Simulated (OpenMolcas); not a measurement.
**AlNH3O (SMILES [NH2][Al][OH]) at 6 levels**

Wanted: a comparison of 6 runs (ROHF/Ahlrichs_VDZ, UHF/3-21G, UPBE0/STO-3G, UB3LYP/6-31G*, UB3LYP/def2-SVP, UB3LYP/6-311G**) of AlNH3O. 

The calculation is run with OpenMolcas 26.06.

4 further runs of the same task are left out: 4 set aside as unsound or not needed.

## Step 1: The molecule

AlNH3O: 6 atoms, total charge 0, spin state doublet. As SMILES, `[NH2][Al][OH]`. The shape is that of a PBE0-D4/def2-TZVP optimisation. This is one conformer, not always the lowest.

Bond lengths: N1–Al2 1.769 Å, Al2–O3 1.705 Å, N1–H4 1.009 Å, N1–H5 1.006 Å, O3–H6 0.956 Å. Angles: N1–Al2–O3 116.1°, Al2–N1–H4 124.1°, Al2–N1–H5 125.0°, Al2–O3–H6 122.8°, H4–N1–H5 110.9°.

## Step 2: Energy and forces at ROHF/Ahlrichs_VDZ (run 1)

The input, test.input:

```
&gateway
  coord
  6
  angstrom
  N       -0.923900       0.240200      -0.760800
  Al       0.595200       0.601300       0.070700
  O        1.194100      -0.618500       1.101200
  H       -1.434300      -0.623600      -0.657200
  H       -1.394700       0.861600      -1.396800
  H        2.005700      -0.525100       1.596800
  basis=Ahlrichs_VDZ
  group=NoSym

&seward

&scf
  uhf
  spin=2
  prorbitals=0

&rasscf
  fileorb=$Project.UnaOrb
  spin=2
  nactel=1 0 0
  inactive=15
  ras2=1
  outorbitals=Canonical
  orblisting=Nothing

&alaska
```

Command:

```sh
$ export MOLCAS_MEM=1860
$ pymolcas test.input > test.log
```

What it wrote:

```text
--- Start Module: gateway ---
[...]
--- Stop Module: gateway /rc=_RC_ALL_IS_WELL_ ---
[...]
      Basis functions           37
[...]
       Convergence after  14 Iterations
[...]
::    Total SCF energy                               -372.7826640125
[...]
      Total spin, S                                     0.5014542351
[...]
--- Start Module: rasscf ---
[...]
      Number of active orbitals                  1
[...]
      Spin quantum number                      0.5
[...]
      Active orbitals                            1
[...]
      Number of CSFs                             1
[...]
      Number of root(s) required                 1
[...]
      Convergence after  7 iterations
[...]
      printout of CI-coefficients larger than  0.05 for root  1
      energy=    -372.781980
      conf/sym  1     Coeff  Weight
             1  u   1.00000 1.00000
      Natural orbitals and occupation numbers for root  1
      sym 1:   1.000000
      ************************************************************************************************************************
      *                                                    Final results                                                     *
[...]
::    RASSCF root number  1 Total energy:   -372.78198035
[...]
      Total electronic charge=   31.000000
      Total            charge=   -0.000000
[...]
      Dipole Moment (debye):
      Origin of the operator (angstrom)=    0.3565    0.1567    0.1401
                   X=  6.1631E-01               Y=  1.7813E+00               Z= -5.0604E-01           Total=  1.9516E+00
      Quadrupole Moment (debye*angstrom):
[...]
--- Start Module: alaska ---
[...]
 *              Molecular gradients               *
 **************************************************
  Irreducible representation: a
 ------------------------------------------------------------------------------------------
                              X                       Y                       Z
 ------------------------------------------------------------------------------------------
  N1                6.37509670421021E-03   -8.47546413818320E-04    4.71067001201009E-03
  AL2               6.79163052409315E-03   -8.00960633549863E-03    8.68156121082486E-03
  O3               -1.49025284704067E-02   -3.16789215889735E-03   -8.35061489834210E-03
  H4               -3.80158108033601E-04   -4.19273337333159E-05   -2.33991554879687E-04
  H5                5.96919092024084E-04    5.03340296993393E-04    1.39586253043777E-04
  H6                1.51904025811156E-03    1.15636319449279E-02   -4.94721102266338E-03
 ------------------------------------------------------------------------------------------
[...]
```

Run time: 1.9 s. Hardware: 1 thread of Intel Xeon 6975P-C (Granite Rapids), shared host; peak memory 0.37 GiB.

## Step 3: Energy and forces at UHF/3-21G (run 2)

The input, calc.inp:

```
>>> EXPORT MOLCAS_PRINT=2

&GATEWAY
 BasLib
 $CurrDir
 Coord
 6
 bohr
 N     -1.74591797     0.45391222    -1.43770364
 Al     1.12476499     1.13629232     0.13360364
 O      2.25652197    -1.16879561     2.08096641
 H     -2.71043418    -1.17843321    -1.24192801
 H     -2.63560103     1.62818803    -2.63956945
 H      3.79022369    -0.99229519     3.01751468
 Basis
 3-21G
 Group
 NoSym

&SEWARD

&SCF
 UHF
 Spin
 2
 Thresholds
 1e-10 1e-07 1e-07 1e-05
 PrOrbitals
 1 2

&ALASKA
```

The basis set 3-21G is read from a file made from the Basis Set Exchange's data (not shown).

Command:

```sh
$ export MOLCAS_MEM=1860
$ pymolcas calc.inp > calc.log
```

What it wrote:

```text
--- Start Module: gateway ---
[...]
--- Stop Module: gateway /rc=_RC_ALL_IS_WELL_ ---
[...]
      Basis functions           37
[...]
--- Start Module: scf ---
[...]
       Convergence after  16 Iterations
[...]
::    Total SCF energy                               -370.9868144465
[...]
      Total spin, S                                     0.5017904374
[...]
      Total electronic charge=   31.000000
      Total            charge=   -0.000000
[...]
      Dipole Moment (debye):
      Origin of the operator (angstrom)=    0.3565    0.1567    0.1401
                   X=  4.9739E-01               Y=  1.4713E+00               Z= -4.2583E-01           Total=  1.6105E+00
      Quadrupole Moment (debye*angstrom):
[...]
--- Stop Module: scf /rc=_RC_ALL_IS_WELL_ ---
--- Start Module: alaska ---
[...]
 *              Molecular gradients               *
 **************************************************
  Irreducible representation: a
 ------------------------------------------------------------------------------------------
                              X                       Y                       Z
 ------------------------------------------------------------------------------------------
  N1                6.58731150102465E-03    3.15069151601899E-04    4.25307790851503E-03
  AL2               2.79846680134810E-03   -3.61351417510036E-04    2.06078503990414E-03
  O3               -1.66854852402620E-03   -4.79188598958302E-03    1.35401749271935E-03
  H4               -2.23547658149759E-03   -3.33396392307517E-03    2.21145118144001E-04
  H5               -1.30569330528552E-03    2.40727737451540E-03   -2.11729620594037E-03
  H6               -4.17605989157277E-03    5.76485480406591E-03   -5.77172935334569E-03
 ------------------------------------------------------------------------------------------
--- Stop Module: alaska /rc=_RC_ALL_IS_WELL_ ---
[...]
```

Wall time 1.4 s (1 thread of Intel Xeon 6975P-C (Granite Rapids), shared host); peak memory 0.37 GiB.

Run 3 isn't shown in full; the table further down has it.

## Step 4: Energy and forces at UB3LYP/6-31G(d) (Cartesian functions) (run 4)

The input, input.xyz:

```xyz
6

N     -0.923900     0.240200    -0.760800
Al     0.595200     0.601300     0.070700
O      1.194100    -0.618500     1.101200
H     -1.434300    -0.623600    -0.657200
H     -1.394700     0.861600    -1.396800
H      2.005700    -0.525100     1.596800
```

The input, calc.inp:

```
* AlH3NO Kohn-Sham DFT
>>> EXPORT MOLCAS_PRINT=2
&GATEWAY
BasLib = $CurrDir
Coord = input.xyz
Basis = 6-31Gs
Group = NoSym
&SEWARD
GridInput
Grid=UltraFine
End of Grid
&SCF
UHF
Spin = 2
KSDFT = B3LYP
Thresholds = 1e-10 1e-07 1e-07 1e-05
PrOrbitals = 0
&ALASKA
```

The basis set 6-31G* is read from a file made from the Basis Set Exchange's data (not shown).

Command:

```sh
$ export MOLCAS_MEM=1860
$ pymolcas calc.inp > calc.log
```

What it wrote:

```text
--- Start Module: gateway ---
[...]
--- Stop Module: gateway /rc=_RC_ALL_IS_WELL_ ---
[...]
      Basis functions           55
[...]
--- Start Module: scf ---
[...]
       Convergence after  16 Iterations
[...]
::    Total KS-DFT energy                            -374.2472987225
[...]
      Total spin, S                                     0.5007700365
[...]
      Total electronic charge=   31.000000
      Total            charge=   -0.000000
[...]
      Dipole Moment (debye):
      Origin of the operator (angstrom)=    0.3565    0.1567    0.1401
                   X=  1.1716E-01               Y=  7.0503E-01               Z= -2.8526E-01           Total=  7.6953E-01
      Quadrupole Moment (debye*angstrom):
[...]
--- Stop Module: scf /rc=_RC_ALL_IS_WELL_ ---
[...]
--- Start Module: alaska ---
[...]
 *              Molecular gradients               *
 **************************************************
  Irreducible representation: a
 ------------------------------------------------------------------------------------------
                              X                       Y                       Z
 ------------------------------------------------------------------------------------------
  N1                1.70466742246678E-03   -6.06158792428868E-05    1.17350204213196E-03
  AL2              -3.67337917406818E-03   -7.91729022456700E-03    1.62285551796115E-03
  O3                4.41758090339839E-03    8.37603599494052E-03   -1.36094990488900E-03
  H4                2.58205697530522E-03    4.44654869125083E-03   -5.63843835180017E-04
  H5                2.40548426871001E-03   -3.11281859649748E-03    3.21743987011480E-03
  H6               -7.43641039582865E-03   -1.73185998581988E-03   -4.08900369014376E-03
 ------------------------------------------------------------------------------------------
--- Stop Module: alaska /rc=_RC_ALL_IS_WELL_ ---
[...]
```

It took 15 s on 1 thread of Intel Xeon 6975P-C (Granite Rapids), shared host; peak memory 0.39 GiB.

Run 5 isn't shown in full; the table further down has it.

## Step 5: Energy and gradient at UB3LYP/6-311G(d,p) (run 6)

input.xyz is that of step 4.

The input, test.input:

```
>>> EXPORT MOLCAS_PRINT=2

&gateway
  baslib = $CurrDir
  coord = input.xyz
  basis = 6-311Gss
  group = NoSym

&seward
  gridinput
  Grid=UltraFine
  End of Grid

&scf
  uhf
  spin = 2
  ksdft = B3LYP
  thresholds = 1e-10 1e-07 1e-07 1e-05
  prorbitals = 1 1

&alaska
```

The basis set 6-311G** is read from a file made from the Basis Set Exchange's data (not shown).

Command:

```sh
$ export MOLCAS_MEM=1860
$ pymolcas test.input > test.log
```

What it wrote:

```text
--- Start Module: gateway ---
[...]
--- Stop Module: gateway /rc=_RC_ALL_IS_WELL_ ---
[...]
      Basis functions           80
[...]
--- Start Module: scf ---
[...]
       Convergence after  16 Iterations
[...]
::    Total KS-DFT energy                            -374.3229858926
[...]
      Total spin, S                                     0.5007568631
[...]
      Total electronic charge=   31.000000
      Total            charge=   -0.000000
[...]
      Dipole Moment (debye):
      Origin of the operator (angstrom)=    0.3565    0.1567    0.1401
                   X=  2.1110E-01               Y=  8.4937E-01               Z= -2.9677E-01           Total=  9.2415E-01
      Quadrupole Moment (debye*angstrom):
[...]
--- Stop Module: scf /rc=_RC_ALL_IS_WELL_ ---
[...]
--- Start Module: alaska ---
[...]
 *              Molecular gradients               *
 **************************************************
  Irreducible representation: a
 ------------------------------------------------------------------------------------------
                              X                       Y                       Z
 ------------------------------------------------------------------------------------------
  N1                2.86423948908965E-03   -3.81297945031278E-05    1.93905869477007E-03
  AL2              -1.51472343131953E-03   -7.67657942699707E-03    2.94494142780843E-03
  O3               -2.45886549278218E-03    6.28618889039956E-03   -4.89018950589148E-03
  H4                1.38240690285230E-03    2.06818622291705E-03   -1.40838146399952E-04
  H5                1.44714467204965E-03   -1.13604790815902E-03    1.55554981357664E-03
  H6               -1.72020213984680E-03    4.96382016411528E-04   -1.40852228384247E-03
 ------------------------------------------------------------------------------------------
--- Stop Module: alaska /rc=_RC_ALL_IS_WELL_ ---
[...]
```

Run time: 21 s. Hardware: 1 thread of Intel Xeon 6975P-C (Granite Rapids), shared host; peak memory 0.45 GiB.

## Step 6: The series

| run | level | SCF convergence threshold | integration grid | energy (Eh) | dipole moment (D) | largest force (eV/Å) | wall time |
| --- | --- | --- | --- | --- | --- | --- | --- |
| 1 | ROHF/Ahlrichs_VDZ | – | – | -372.781980 | 1.95 | 0.893 | 1.9 s |
| 2 | UHF/3-21G | 1e-10 | – | -370.986814 | 1.61 | 0.471 | 1.4 s |
| 3 | UPBE0/STO-3G | 1e-10 | UltraFine | -369.228823 | 1.75 | 4.160 | 5.7 s |
| 4 | UB3LYP/6-31G* (Cartesian functions) | 1e-10 | UltraFine | -374.247299 | 0.77 | 0.492 | 15 s |
| 5 | UB3LYP/def2-SVP | 1e-10 | UltraFine | -374.094853 | 0.71 | 0.411 | 16 s |
| 6 | UB3LYP/6-311G** | 1e-10 | UltraFine | -374.322986 | 0.92 | 0.430 | 21 s |

## Step 7: What came out

| quantity | value |
| --- | --- |
| run 6: total energy | -374.32299 Eh |
| run 6: dipole moment | 0.92 D |
| run 6: HOMO energy (highest over α and β) | -5.32 eV |
| run 6: LUMO energy (lowest over α and β) | -2.46 eV |
| run 6: ⟨S²⟩ | 0.752 |
| run 6: largest force on an atom | 0.430 eV/Å |

What this shows: The dipole moment (its size) runs from 0.71 D (UB3LYP/def2-SVP) to 1.95 D (ROHF/Ahlrichs_VDZ). The two ends differ in method and basis. Totals of different functionals can't be ranked against each other. In run 3 the basis is minimal, so the values are rough. All runs together took 61 s, the longest 21 s.
